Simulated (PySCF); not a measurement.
Species: C₄H₉NO.
Z-matrix (Å and degrees, GFN2-xTB geometry), rows numbered from 1:
```
C 
C   1  1.5227
C   2  1.5259  1  111.64
C   3  1.5195  2  111.83  1  -179.90
N   4  1.3575  3  113.48  2  -179.93
O   4  1.2082  3  124.56  2     0.12
H   1  1.0884  2  110.64  3    60.04
H   1  1.0870  2  110.50  3   179.99
H   1  1.0884  2  110.65  3   -60.07
H   2  1.0910  1  110.08  3   121.02
H   2  1.0909  1  110.04  3  -120.99
H   3  1.0933  2  110.10  1   -59.28
H   3  1.0932  2  110.12  1    59.44
H   5  1.0037  4  122.42  3    -0.14
H   5  1.0062  4  118.87  3  -179.84
```

Structure optimised with GFN2-xTB, isolated species.

Masses are those of the commonest isotopes; rigid-rotor values at the optimised geometry. The values belong to one conformer with, in the numbering `[CH3:1][CH2:2][CH2:3][C:4]([NH2:5])=[O:6]`, C1–C2–C3–C4 180°, C2–C3–C4–N5 180°, C3–C4–N5–H 0° and 180°.

Q: What are A, B and C (MHz)?

A: Ia = 57.38, Ib = 271.45, Ic = 319.44 u·Å²; 505379 MHz·u·Å²/I gives A = 8807, B = 1862, C = 1582 MHz.

Q: Classify the top.

A: A near-prolate asymmetric top; Ray's κ = -0.923.

Q: What does the inertial defect say?

A: Not planar: Δ = Ic − Ia − Ib = -9.40 u·Å². For a rigid frame Δ = −2 Σ m c², so Σ m c² = 4.70 u·Å² lies off the ab plane, practically all of it from hydrogen. The atom farthest from that plane is 0.88 Å away.

Q: Give the other two planar moments, Paa and Pbb, and the rms extents of the mass along the axes.

A: Paa = Σ m a² = (Ib + Ic − Ia)/2 = 266.76 and Pbb = Σ m b² = (Ia + Ic − Ib)/2 = 52.68 u·Å². With the mass M = 87.07 u, the rms extents √(P/M) along a, b and c are 1.75, 0.78, 0.23 Å.

Q: Give the coordinates in the principal-axis frame, origin at the centre of mass.

A: The sense of each axis is arbitrary; atoms in the order of the calculation.
| atom | mass (u) | a (Å) | b (Å) | c (Å) |
| --- | --- | --- | --- | --- |
| C1 | 12.000 | -2.798 | 0.233 | -0.001 |
| C2 | 12.000 | -1.426 | -0.429 | 0.002 |
| C3 | 12.000 | -0.303 | 0.604 | 0.000 |
| C4 | 12.000 | 1.068 | -0.052 | 0.000 |
| N5 | 14.003 | 2.093 | 0.838 | 0.000 |
| O6 | 15.995 | 1.257 | -1.245 | -0.001 |
| H7 | 1.008 | -2.921 | 0.856 | -0.885 |
| H8 | 1.008 | -3.583 | -0.519 | 0.000 |
| H9 | 1.008 | -2.923 | 0.859 | 0.880 |
| H10 | 1.008 | -1.319 | -1.065 | 0.881 |
| H11 | 1.008 | -1.318 | -1.069 | -0.875 |
| H12 | 1.008 | -0.381 | 1.242 | -0.884 |
| H13 | 1.008 | -0.380 | 1.245 | 0.882 |
| H14 | 1.008 | 1.944 | 1.831 | -0.002 |
| H15 | 1.008 | 3.038 | 0.491 | -0.002 |

Q: Where do the levels up to J = 3 lie, in MHz?

A: Above 0(0,0):
J = 1: 1(0,1) 3444, 1(1,1) 10390, 1(1,0) 10669
J = 2: 2(0,2) 10323, 2(1,2) 16998, 2(1,1) 17837, 2(2,1) 38674, 2(2,0) 38682
J = 3: 3(0,3) 20622, 3(1,3) 26904, 3(1,2) 28582, 3(2,2) 49005, 3(2,1) 49046, 3(3,1) 84438, 3(3,0) 84438

Q: Estimate the classical rotational partition function at 25 K, 100 K and 200 K.

A: Point group Cs, symmetry number σ = 1; q = (√π/σ)·√((kT/h)³/(ABC)), k/h = 20836.6 MHz/K: 4140 at 25 K, 33100 at 100 K, 93600 at 200 K.

Not checked by GFN2-xTB frequencies. Constants of a rigid frame at the computed geometry: no zero-point averaging, no centrifugal distortion.
